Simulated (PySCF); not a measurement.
# C4H9F: the cost of one run

Computed with PySCF 2.14.0, with density-fitted response routines of our own, on a single molecule in the gas phase. Atoms are numbered from 0 throughout.

## 1. The molecule as given

14 atoms, charge 0, multiplicity 1; geometry from: GFN2-xTB.

Bonds of the start (Å): C0–C1 1.52, C1–C2 1.52, C1–C3 1.52, C1–F4 1.40, C0–H5 1.09, C0–H6 1.09, C0–H7 1.09, C2–H8 1.09, C2–H9 1.09, C2–H10 1.09, C3–H11 1.09, C3–H12 1.09, C3–H13 1.09.

## 2. Shielding tensors: PBE0/pcSseg-1

The job: settings as JSON, then the geometry in Å.

```
{"job": {"kind": "nmr", "xc": "PBE0", "basis": "pcSseg-1"}, "charge": 0, "multiplicity": 1}
C      1.260386     0.021417    -0.739612
C      0.154943    -0.069895     0.306585
C     -0.804160    -1.219232     0.016591
C     -0.582471     1.254824     0.467944
F      0.771853    -0.349053     1.531767
H      0.832865     0.234149    -1.715015
H      1.957965     0.813091    -0.476837
H      1.806460    -0.917780    -0.787509
H     -1.310241    -1.051507    -0.929618
H     -1.545852    -1.295214     0.808166
H     -0.257029    -2.157630    -0.033997
H      0.119315     2.043081     0.729464
H     -1.081462     1.517612    -0.460095
H     -1.323250     1.175664     1.259999
```

Method: GIAO PBE0/pcSseg-1 NMR shielding, non-relativistic, gas phase.

The run is started by

```
$ OMP_NUM_THREADS=1 python probes_run.py task.json out
```

One launch serves the whole session: the jobs run in the order shown.

Q: Estimate the wall time and peak memory of this job on 1 thread of Intel Xeon at 2.30GHz, shared host.

About 16 s, with a peak of 0.67 GiB.
